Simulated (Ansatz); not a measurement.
# PBE0/cc-pVDZ run of C3H6 (propene)

What is the vertical singlet–triplet gap of C3H6 (propene) at PBE0/cc-pVDZ? 

The calculation is run with Ansatz 0.2.0.

30 further runs of the same task are left out: 30 set aside as unsound or not needed.

### 1 The molecule

C3H6: 9 atoms, total charge 0, spin state singlet. SMILES: `C=CC`. The coordinates come from a PBE0-D4/def2-TZVP relaxation.

Bond lengths: C1–C2 1.325 Å, C2–C3 1.490 Å, C1–H4 1.086 Å, C1–H5 1.084 Å, C2–H6 1.088 Å, C3–H7 1.095 Å, C3–H8 1.095 Å, C3–H9 1.092 Å. Some angles: C1–C2–C3 125.1°, C1–C2–H6 118.7°, C3–C2–H6 116.2°, C2–C1–H4 121.4°, C2–C1–H5 121.6°, C2–C3–H7 111.0°, C2–C3–H8 111.0°, C2–C3–H9 111.5°, H4–C1–H5 117.0°, H7–C3–H8 106.6°.

### 2 The energy at PBE0/cc-pVDZ

run.yaml

```yaml
basis:
  gaussian: {orbitals: cc-pVDZ}
crystal:
  periodic: [false, false, false]
  atoms:
    - {symbol: C, position_ang: [-1.129400, 0.554100, -0.580200]}
    - {symbol: C, position_ang: [0.157600, 0.266300, -0.447400]}
    - {symbol: C, position_ang: [0.744900, -0.543600, 0.656400]}
    - {symbol: H, position_ang: [-1.864800, 0.202700, 0.137400]}
    - {symbol: H, position_ang: [-1.495500, 1.149800, -1.408200]}
    - {symbol: H, position_ang: [0.857000, 0.641500, -1.192300]}
    - {symbol: H, position_ang: [1.261600, -1.425300, 0.264300]}
    - {symbol: H, position_ang: [1.490400, 0.033400, 1.212800]}
    - {symbol: H, position_ang: [-0.021900, -0.879100, 1.357300]}
hamiltonian: {xc: {name: PBE0}}
accuracy: high
output: {orbitals: {seedname: orbitals}}
```

Launch:

```console
ansatz run run.yaml --threads 1 --pin off --max-ram 3480MiB --events-out events.jsonl --progress --plain --runs-dir runs
```

What it wrote:

```text
Warning: RAYON_NUM_THREADS=1 ignored (pool sized by the plan → 1); use --threads N
Functional definition: PBE0
  name "PBE0"
  parameter a = 0.25
  parameter kappa = 0.804
  parameter beta = 0.06672455060314922
  exchange = (1 - a)*pbe_x(kappa = kappa, mu = beta*pi^2/3) + a*exact_x
  correlation = pbe_c(beta = beta)
1734 factors; integrals over basis functions are off by at most 3.1e-9 eV
mean field evaluation 1: about -3199.2546 eV, gradient 4.4e1 eV
mean field evaluation 2: about -3199.0758 eV, gradient 4.5e1 eV
mean field evaluation 4: about -3204.3591 eV, gradient 2.2e0 eV
mean field evaluation 8: about -3204.3669 eV, gradient 3.5e-2 eV
mean field evaluation 16: about -3204.3669 eV, gradient 1.7e-6 eV
mean field -3204.36688148 eV, -117.7583108963 hartree, gradient 4.9e-8 eV, S^2 0.000000; 0 other end points of the search recorded, 0 dependent functions left out
reference -3204.36688375 eV, -117.7583109799 hartree; 12, 12 occupied and 60, 60 virtual orbitals, 1734 factors
Total energy: -3204.36688375 eV, -117.7583109799 hartree
```

Run time: 3.6 s. Hardware: 1 thread of Arm Neoverse V2, shared host; peak memory 0.2 GiB.

### 3 The triplet, same level

run.yaml: that of step 2 with these lines changed.

```diff
@@ -1,3 +1 @@
-basis:
-  gaussian: {orbitals: cc-pVDZ}
 crystal:
@@ -14,3 +12,6 @@
     - {symbol: H, position_ang: [-0.021900, -0.879100, 1.357300]}
-hamiltonian: {xc: {name: PBE0}}
+basis:
+  gaussian: {orbitals: cc-pVDZ}
+magnetization: {spin_polarized: true, initial_magnetization: 2}
+hamiltonian: {xc: pbe0}
 accuracy: high
```

Launch:

```console
ansatz run run.yaml --threads 1 --pin off --max-ram 3480MiB --events-out events.jsonl --progress --plain --runs-dir runs
```

What it wrote, cut to the lines that bear on the results:

```text
Warning: RAYON_NUM_THREADS=1 ignored (pool sized by the plan → 1); use --threads N
[... 7 set-up lines as earlier in the session ...]
1734 factors; integrals over basis functions are off by at most 3.1e-9 eV
mean field evaluation 1: about -3194.7107 eV, gradient 3.1e1 eV
mean field evaluation 2: about -3194.5045 eV, gradient 3.2e1 eV
mean field evaluation 4: about -3199.7530 eV, gradient 7.7e-1 eV
mean field evaluation 8: about -3199.9639 eV, gradient 1.1e-1 eV
mean field evaluation 16: about -3199.9640 eV, gradient 3.6e-5 eV
mean field -3199.96396112 eV, -117.5965065575 hartree, gradient 5.1e-8 eV, S^2 2.007967; 0 other end points of the search recorded, 0 dependent functions left out
reference -3199.96396344 eV, -117.5965066431 hartree; 13, 11 occupied and 59, 61 virtual orbitals, 1734 factors
Total energy: -3199.96396344 eV, -117.5965066431 hartree
```

Run time: 7.5 s. Hardware: 1 thread of Arm Neoverse V2, shared host; peak memory 0.27 GiB.

### 4 Summary of results

At PBE0/cc-pVDZ:

| quantity | value |
| --- | --- |
| singlet: total energy | -117.75831 Eh |
| singlet: HOMO energy | -7.24 eV |
| singlet: LUMO energy | 0.77 eV |
| singlet: HOMO–LUMO gap | 8.01 eV |
| triplet: total energy | -117.59651 Eh |
| triplet: HOMO energy (highest over α and β) | -2.83 eV |
| triplet: ⟨S²⟩ | 2.008 |
| vertical energy of the triplet above the singlet | 4.403 eV |

At this shape the triplet lies 4.40 eV (425 kJ/mol) above the singlet.
